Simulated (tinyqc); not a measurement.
Worked calculation (part 2 of 2): RHF in the sto-6g basis, for H3O+, spin multiplicity 1. Computed by tinyqc, a small Python program that keeps every step (integrals from PySCF). Command: `OMP_NUM_THREADS=1 python tinyqc.py 29313 29314 out.jsonl` (the two numbers bound the seeds that draw the settings). One thread of a shared host (Intel(R) Xeon(R) Processor @ 2.60GHz), about 0.2 s of CPU time with the checks.

Geometry (angstrom):
```
atom        x        y       z
O      0.0000   0.0000  0.3300
H      1.1820   0.0000  0.0000
H     -0.5910   1.0240  0.0000
H     -0.5910  -1.0240  0.0000
```

## Iteration 2: building the Fock matrix

D after iteration 1, lower triangle:
```
          1O 1s    1O 2s  1O 2px   1O 2py   1O 2pz    2H 1s    3H 1s   4H 1s
1O 1s    2.1086
1O 2s   -0.4848   2.0091
1O 2px   0.0351  -0.1898  1.7624
1O 2py  -0.0312  -0.1195  0.0479   1.3203
1O 2pz  -0.0393   0.2146  0.2489  -0.0897   1.7592
2H 1s    0.0318  -0.1836  0.2339   0.2414  -0.3081   0.3263
3H 1s    0.0426  -0.1855  0.0248   0.2461   0.0630  -0.1024   0.4983
4H 1s   -0.0006  -0.1452  0.2816  -0.2496  -0.2123  -0.0851  -0.0650  0.4615
```

core Hamiltonian H = T + V (hartree), lower triangle:
```
           1O 1s    1O 2s   1O 2px   1O 2py   1O 2pz    2H 1s    3H 1s    4H 1s
1O 1s   -33.2245
1O 2s    -7.3463  -9.4480
1O 2px    0.0000  -0.0001  -7.7855
1O 2py    0.0000   0.0000   0.0000  -7.7855
1O 2pz    0.0081   0.0947   0.0000   0.0000  -7.7057
2H 1s    -0.9510  -2.4124  -1.7843   0.0000   0.5178  -4.3949
3H 1s    -0.9504  -2.4111   0.8915  -1.5447   0.5175  -0.6590  -4.3940
4H 1s    -0.9504  -2.4111   0.8915   1.5447   0.5175  -0.6590  -0.6584  -4.3940
```

nuclear repulsion = 11.122572 hartree

Given earlier and not repeated: Two-electron integrals (ij|kl) in chemists' order.

J_ij = sum D_kl (ij|kl), K_ij = sum D_kl (ik|jl); F = H + J - 0.5 K; E = tr D H + tr D J / 2 - 0.25 tr D K + E_nn.

Coulomb J (hartree), lower triangle:
```
          1O 1s    1O 2s   1O 2px   1O 2py   1O 2pz   2H 1s   3H 1s   4H 1s
1O 1s   17.6033
1O 2s    3.1321   8.2236
1O 2px  -0.0073  -0.0370   8.2394
1O 2py  -0.0079  -0.0266   0.0042   8.2113
1O 2pz   0.0067   0.0118   0.0197  -0.0065   8.2203
2H 1s    0.4136   2.0465   1.6179  -0.0034  -0.4507  4.1479
3H 1s    0.4135   2.0556  -0.8249   1.4092  -0.4576  0.5572  4.2150
4H 1s    0.4140   2.0614  -0.8271  -1.4210  -0.4574  0.5580  0.5609  4.2170
```

exchange K (hartree), lower triangle:
```
          1O 1s    1O 2s   1O 2px   1O 2py   1O 2pz   2H 1s   3H 1s   4H 1s
1O 1s    9.8080
1O 2s    1.4985   2.4311
1O 2px   0.0064  -0.0599   2.1187
1O 2py  -0.0556  -0.0740   0.0423   1.8720
1O 2pz   0.0003   0.0985   0.1466  -0.0464   2.1030
2H 1s    0.2104   0.5745   0.5206   0.0687  -0.1717  0.5629
3H 1s    0.2048   0.5907  -0.2444   0.4387  -0.1184  0.1101  0.6404
4H 1s    0.2089   0.6158  -0.1819  -0.4669  -0.1845  0.1085  0.0837  0.6215
```

Fock matrix F (hartree), lower triangle:
```
           1O 1s    1O 2s   1O 2px   1O 2py   1O 2pz    2H 1s    3H 1s    4H 1s
1O 1s   -20.5253
1O 2s    -4.9634  -2.4399
1O 2px   -0.0105  -0.0072  -0.6055
1O 2py    0.0199   0.0104  -0.0170  -0.5102
1O 2pz    0.0146   0.0572  -0.0535   0.0167  -0.5369
2H 1s    -0.6427  -0.6531  -0.4267  -0.0377   0.1530  -0.5284
3H 1s    -0.6393  -0.6509   0.1888  -0.3548   0.1190  -0.1568  -0.4992
4H 1s    -0.6409  -0.6576   0.1554   0.3571   0.1523  -0.1552  -0.1393  -0.4878
```

total energy of this density = -74.564810 hartree

This density is a damped mixture and is not idempotent.

## Iteration 2: diagonalisation and new density

X:
```
              1        2        3        4        5        6        7        8
1O 1s   -0.4037   0.0004   0.0000  -0.6886   0.6258  -0.0001   0.0000   0.1871
1O 2s    1.0740  -0.0008   0.0000   0.0981   0.1866  -0.0002   0.0000   0.4734
1O 2px   0.0008   0.8397   0.0000   0.0000   0.0001   0.6696   0.0000   0.0002
1O 2py   0.0000   0.0000   0.8397   0.0000   0.0000   0.0000   0.6696   0.0000
1O 2pz  -0.2190   0.0001   0.0000   0.7038   0.6833   0.0000   0.0000  -0.1019
2H 1s   -0.4757  -0.8049   0.0000   0.1608  -0.1416   0.4654   0.0000   0.3196
3H 1s   -0.4746   0.4030  -0.6973   0.1609  -0.1417  -0.2329   0.4032   0.3194
4H 1s   -0.4746   0.4030   0.6973   0.1609  -0.1417  -0.2329  -0.4032   0.3194
```

overlap S, lower triangle:
```
         1O 1s   1O 2s   1O 2px   1O 2py   1O 2pz   2H 1s   3H 1s   4H 1s
1O 1s   1.0000
1O 2s   0.2311  1.0000
1O 2px  0.0000  0.0000   1.0000
1O 2py  0.0000  0.0000   0.0000   1.0000
1O 2pz  0.0000  0.0000   0.0000   0.0000   1.0000
2H 1s   0.0297  0.3191   0.2809   0.0000  -0.0784  1.0000
3H 1s   0.0297  0.3189  -0.1404   0.2432  -0.0784  0.1111  1.0000
4H 1s   0.0297  0.3189  -0.1404  -0.2432  -0.0784  0.1111  0.1110  1.0000
```

Diagonalise F' = X^T F X, C = X C', fill 5 alpha and 5 beta electrons from the bottom; D = 2 C_occ C_occ^T; the new density keeps 0.2 of the old one (damping). Each column has its largest component positive (the first on a tie).

F' = X^T F X (hartree), lower triangle:
```
         1        2        3        4        5        6        7        8
1  -1.0986
2   0.0227   0.0373
3  -0.0003  -0.0030   0.1295
4  -2.6961  -0.0383   0.0125  -8.9606
5   2.4945  -0.0453   0.0389   8.5325  -9.1913
6   0.0419  -0.0520  -0.0417  -0.0295  -0.0113  -0.7603
7   0.0190   0.0214   0.0036  -0.0149   0.0131  -0.0100  -0.7283
8   0.7812  -0.0088  -0.0056   4.2361  -4.3166  -0.0246  -0.0018  -3.2532
```

orbital energies (hartree): MO1 -20.5282, MO2 -1.3385, MO3 -0.7735, MO4 -0.7277, MO5 -0.5766, MO6 -0.0699, MO7 0.0550, MO8 0.1340

coefficients C:
```
            MO1      MO2      MO3      MO4      MO5      MO6      MO7      MO8
1O 1s    0.9968  -0.2328   0.0084   0.0038  -0.0561   0.1090   0.0271   0.0022
1O 2s    0.0143   0.9253  -0.0502  -0.0198   0.2986  -0.6670  -0.1689  -0.0097
1O 2px   0.0006   0.0106   0.7017  -0.1794   0.0079   0.1670  -0.7718  -0.0723
1O 2py  -0.0011  -0.0007   0.1793   0.6423  -0.0175  -0.0351  -0.0726   0.8378
1O 2pz  -0.0013  -0.0734   0.0977  -0.0498   0.9055   0.3802   0.1846   0.0680
2H 1s   -0.0024   0.0915   0.4367  -0.0438  -0.2621   0.2941   0.9391   0.0285
3H 1s   -0.0020   0.0818  -0.1021   0.4508  -0.0585   0.7003  -0.2170  -0.6909
4H 1s   -0.0025   0.0908  -0.2196  -0.3515  -0.1764   0.6863  -0.2712   0.6949
```

D after iteration 2, lower triangle:
```
          1O 1s    1O 2s   1O 2px   1O 2py   1O 2pz    2H 1s    3H 1s   4H 1s
1O 1s    2.1035
1O 2s   -0.4464   1.9193
1O 2px   0.0116  -0.0692   1.1921
1O 2py   0.0001  -0.0681   0.0263   0.9761
1O 2pz  -0.0628   0.3606   0.1840  -0.0663   1.6916
2H 1s   -0.0024  -0.0603   0.5478   0.1357  -0.3804   0.4967
3H 1s   -0.0185   0.0499  -0.2385   0.4847  -0.1336  -0.0869   0.4576
4H 1s   -0.0271   0.0498  -0.0901  -0.4694  -0.3150  -0.0585  -0.2022  0.4302
```

## Iteration 24 (converged): orbitals

converged F (hartree), lower triangle:
```
           1O 1s    1O 2s   1O 2px   1O 2py   1O 2pz    2H 1s    3H 1s    4H 1s
1O 1s   -21.0266
1O 2s    -5.0773  -2.7252
1O 2px    0.0000  -0.0001  -0.7000
1O 2py    0.0000   0.0000   0.0000  -0.7000
1O 2pz    0.0157   0.0496   0.0000   0.0000  -0.7881
2H 1s    -0.6592  -0.7683  -0.4951   0.0000   0.1670  -0.6072
3H 1s    -0.6587  -0.7679   0.2474  -0.4287   0.1669  -0.1756  -0.6070
4H 1s    -0.6587  -0.7679   0.2474   0.4287   0.1669  -0.1756  -0.1754  -0.6070
```

Diagonalise F' = X^T F X, C = X C', fill 5 alpha and 5 beta electrons from the bottom; D = 2 C_occ C_occ^T. Each column has its largest component positive (the first on a tie).

F' = X^T F X (hartree), lower triangle:
```
         1        2        3        4        5        6        7        8
1  -1.1771
2   0.0015   0.0909
3   0.0000   0.0000   0.0908
4  -2.7943   0.0035   0.0000  -9.3057
5   2.5701  -0.0033   0.0000   8.6236  -9.5387
6  -0.0006  -0.0408   0.0000  -0.0024   0.0024  -0.9171
7   0.0000   0.0000  -0.0409   0.0000   0.0000   0.0000  -0.9171
8   0.7075  -0.0012   0.0000   4.3042  -4.3914   0.0012   0.0000  -3.5184
```

orbital energies (hartree): MO1 -21.0294, MO2 -1.6193, MO3 -0.9188, MO4 -0.9187, MO5 -0.8164, MO6 -0.0747, MO7 0.0924, MO8 0.0926

coefficients C:
```
            MO1      MO2      MO3      MO4      MO5      MO6      MO7      MO8
1O 1s    0.9969  -0.2322   0.0000   0.0000  -0.0455  -0.1177   0.0000   0.0001
1O 2s    0.0138   0.9227  -0.0002   0.0000   0.2387   0.7166   0.0000  -0.0007
1O 2px   0.0000   0.0001   0.7030  -0.0012   0.0002  -0.0005   0.0004  -0.8120
1O 2py   0.0000   0.0000   0.0012   0.7030   0.0000   0.0000   0.8120   0.0004
1O 2pz  -0.0012  -0.0638  -0.0002   0.0000   0.9442  -0.3536   0.0000   0.0003
2H 1s   -0.0020   0.0909   0.4326  -0.0008  -0.1224  -0.5913  -0.0004   0.8239
3H 1s   -0.0020   0.0909  -0.2156   0.3750  -0.1225  -0.5922  -0.7128  -0.4116
4H 1s   -0.0020   0.0909  -0.2169  -0.3743  -0.1225  -0.5922   0.7132  -0.4109
```

D after iteration 24, lower triangle:
```
          1O 1s    1O 2s   1O 2px   1O 2py   1O 2pz    2H 1s    3H 1s   4H 1s
1O 1s    2.0997
1O 2s   -0.4228   1.8169
1O 2px   0.0000  -0.0001   0.9885
1O 2py   0.0000   0.0000   0.0000   0.9885
1O 2pz  -0.0587   0.3330   0.0001   0.0000   1.7912
2H 1s   -0.0351   0.1091   0.6083   0.0000  -0.2429   0.4208
3H 1s   -0.0351   0.1092  -0.3041   0.5268  -0.2429  -0.1406   0.4208
4H 1s   -0.0351   0.1092  -0.3041  -0.5268  -0.2429  -0.1406  -0.1406  0.4208
```

## Convergence

Stop when the energy changes by less than 1e-10 hartree and every element of the error matrix X^T (F D S - S D F) X is below 3e-06.

Course of the cycle:
```
iteration  E (hartree)     change  largest element of the error matrix
1           -71.015535          -                             2.92e+00
2           -74.564810  -3.55e+00                             6.39e-01
3           -75.609796  -1.04e+00                             1.65e-01
4           -75.851350  -2.42e-01                             5.28e-02
5           -75.905413  -5.41e-02                             2.27e-02
6           -75.917859  -1.24e-02                             1.37e-02
7           -75.920884  -3.02e-03                             8.36e-03
8           -75.921673  -7.89e-04                             5.12e-03
9           -75.921896  -2.23e-04                             3.14e-03
10          -75.921964  -6.80e-05                             1.93e-03
11          -75.921986  -2.21e-05                             1.19e-03
12          -75.921994  -7.53e-06                             7.29e-04
13          -75.921997  -2.66e-06                             4.48e-04
14          -75.921998  -9.57e-07                             2.76e-04
15          -75.921998  -3.50e-07                             1.69e-04
16          -75.921998  -1.29e-07                             1.04e-04
17          -75.921998  -4.78e-08                             6.38e-05
18          -75.921998  -1.78e-08                             3.91e-05
19          -75.921998  -6.64e-09                             2.40e-05
20          -75.921998  -2.48e-09                             1.47e-05
21          -75.921998  -9.30e-10                             9.01e-06
22          -75.921998  -3.49e-10                             5.52e-06
23          -75.921998  -1.31e-10                             3.38e-06
24          -75.921998  -4.91e-11                             2.07e-06
```

PySCF RHF in the same basis = -75.921998 hartree

Converged in 24 iterations.

## Populations, bond orders and dipole

Mulliken: Z minus the diagonal of D S on the atom; Loewdin: the same with S^(1/2) D S^(1/2); Mayer order: 2 sum_s sum (D(s) S)_ij (D(s) S)_ji over the two atoms.

Charges (e):
```
atom  Mulliken  Loewdin
1O     -0.1603  -0.0193
2H      0.3867   0.3397
3H      0.3868   0.3398
4H      0.3868   0.3398
```

Mayer bond orders:
```
pair   order
2-1   0.8101
3-1   0.8100
3-2   0.0202
4-1   0.8100
4-2   0.0202
4-3   0.0202
```

dipole moment about the origin, x y z (debye): -0.0005  0.0000  -0.7373
